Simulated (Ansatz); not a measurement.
**Basis-set limit of WNCl, quintet**

| atom | x (Å) | y (Å) | z (Å) |
| --- | --- | --- | --- |
| W | 0.0000 | -0.0655 | -0.2467 |
| N | 0.0000 | 0.4774 | -1.9119 |
| Cl | 0.0000 | 0.1511 | 2.0344 |

Connectivity, by distances: N–W–Cl.

Ansatz 0.2.0, UHF determinant, valence electrons correlated, core potentials past Kr. Energies in eV.

```tsv
set	X	functions	Hartree–Fock	MP2 correlation	CCSD(T) correlation	time
def2-TZVPP	3	129	-15792.2697	-13.5786	-15.1769	11 s on 1 × NVIDIA H100 80GB HBM3 with 1 thread of AMD EPYC 7R13 Processor (Zen 3), on a shared host
def2-QZVPP	4	208	-15792.7279	-14.6505	-16.2290	25 s on 1 × NVIDIA H100 80GB HBM3 with 1 thread of AMD EPYC 7R13 Processor (Zen 3) (shared host)
```

Hartree–Fock is taken to follow E(X) = E∞ + A·exp(−7.88·√X), correlation E(X) = E∞ + B·X^−2.97.

Cautions: no spin-orbit coupling; outer-core shells of the metal frozen; another spin lies lower; ⟨S²⟩ of the determinant is 6.20 against 6.00, spin contaminated.

Work out the CCSD(T) energy at the limit, and how far the shortcut misses it that extrapolates MP2 and adds CCSD(T) minus MP2 from the smaller set.

Hartree–Fock: E∞ = E4 + 0.1377·(E4 − E3) = -15792.7910. Correlation: E∞ = E4 + 0.7407·(E4 − E3) = -17.0084 for CCSD(T) and -15.4445 for MP2. The limit is -15809.7994 eV, 0.842 eV below def2-QZVPP. The shortcut gives a correlation energy of -15.4445 + (-1.5983) = -17.0428, 34 meV lower than the direct value.

Past Ne part of the Hartree–Fock step between the two sets comes from the cores, which don't follow the formula, so the 63 meV that it adds to the total can overshoot; that part largely cancels in differences.

The exponents were fitted on light atoms, and def2 sets of heavy atoms don't grow evenly, so the limit is rough here.
